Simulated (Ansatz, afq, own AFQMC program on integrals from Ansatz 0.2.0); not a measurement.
# NaH2− (singlet): AFQMC on the coupled-cluster ladder at distance Na1–H2 = 2.066 Å, aug-cc-pVDZ

An exercise on one series of results from a longer session: the logs are not shown, and one member is left open.

Program: Ansatz 0.2.0, Gaussian basis, and an in-house AFQMC program (afq) on its integrals; all values are calculated. Level of theory: aug-cc-pVDZ, frozen cores. These are calculated values, not measurements.

The runs, in order: Full CI; PBE (unrestricted); r2SCAN (unrestricted); PBE0 (unrestricted); B3LYP (unrestricted); wB97M-V (unrestricted); CCSD(T) on RHF; B2PLYP (unrestricted); Full CI; CCSDT(Q) on RHF; Phaseless AFQMC, CISD trial on RHF; Phaseless AFQMC, single-determinant trial on RHF; Free-projection AFQMC, CISD trial on RHF; UHF.

## The geometry

The geometry derives from a PBE0/def2-TZVPD stationary point (not a proven minimum). One bond is set to the value named and the two fragments are kept rigid.

3 atoms, charge -1, spin multiplicity 1.

Atoms are counted from 1 here; the program's logs count them from 0.

Bond lengths: Na1–H2 2.066 Å, Na1–H3 2.066 Å. Angles: H2–Na1–H3 180.0°.

Set-up of the first run:

Input file in.yaml:

```yaml
crystal:
  periodic: [false, false, false]
  atoms:
    - {symbol: Na, position_ang: [0.000000, 0.000000, 0.000000]}
    - {symbol: H, position_ang: [0.000000, 0.000000, -2.065760]}
    - {symbol: H, position_ang: [0.000000, 0.000000, 2.065760]}
basis:
  gaussian: {orbitals: aug-cc-pVDZ}
total_charge: -1
correlation: {method: fci, electrons: outside_noble_gas}
```

On the command line:

```bash
> ansatz run in.yaml --threads 1 --pin off --events-out ev --progress --plain --max-ram 24576MiB --backend cuda --devices 0, --max-vram 18GiB
```

Steps of the session up to this table: Full CI; PBE (unrestricted); r2SCAN (unrestricted); PBE0 (unrestricted); B3LYP (unrestricted); wB97M-V (unrestricted); CCSD(T) on RHF; B2PLYP (unrestricted); CCSDT(Q) on RHF; Phaseless AFQMC, CISD trial on RHF; Phaseless AFQMC, single-determinant trial on RHF; Free-projection AFQMC, CISD trial on RHF; UHF.

One table of the session follows, with a row left open; its other results are not shown here.

It belongs to the step «AFQMC on the ladder». On the RHF determinant, counted from full CI (exact for this spin and basis):

```
                                                              level  from full CI (kcal/mol)
                                                                 HF                   +43.74
                                                                MP2                   +12.59
                                                               CCSD                        ?
                                                            CCSD(T)                    +0.07
                                                           CCSDT(Q)                     0.00
                                                            full CI                     0.00
              Phaseless AFQMC, CISD trial, step 0.005, 4000 walkers                    +0.01
Phaseless AFQMC, single-determinant trial, step 0.005, 4000 walkers                    -0.81
         Free-projection AFQMC, CISD trial, step 0.03, 4000 walkers                     0.00
```

Q: Estimate the row for CCSD from the others.

**Answer.** from full CI (kcal/mol): +0.19. In the column «from full CI (kcal/mol)» it lies between CCSD(T) (+0.07) and MP2 (+12.59).

Caveats from the session: On RHF the phaseless walk with the CISD trial lies +0.01 kcal/mol from full CI, within three error bars. The anion's highest level is positive in at least one run, so there the basis alone may hold the extra electron.
